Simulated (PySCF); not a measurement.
Calculation: PBE-D3(BJ)/def2-TZVP // B3LYP-D3(BJ)/def2-TZVP run with PySCF. Isolated molecules, 0 K electronic values unless said otherwise. Delta-SCF ions had no search for a lower state. Excitations are Tamm–Dancoff values on a coarser integration grid. The basis has no diffuse functions, so Rydberg states are missing or too high.

Reference species (SMILES): `C#C` (neutral, multiplicity 1).

| Quantity | Value |
|---|---|
| HOMO | -7.17 eV |
| vertical ionisation energy (Delta-SCF) | 11.42 eV |
| HOMO–LUMO gap | 6.99 eV |
| S1 excitation (TDA) | 6.99 eV |

After one change: the HOMO drops by 0.48 eV; the vertical ionisation energy (Delta-SCF) drops by 0.11 eV; the HOMO–LUMO gap drops by 0.58 eV; the S1 excitation (TDA) falls by 0.51 eV.

Problem. What was changed between the two runs? The new species is one of these.
(A) `C#CSC`
(B) `C#C[SiH3]`
(C) `C#C[SeH]`
(D) `C#CC(F)F`

Solution. D, `C#CC(F)F`
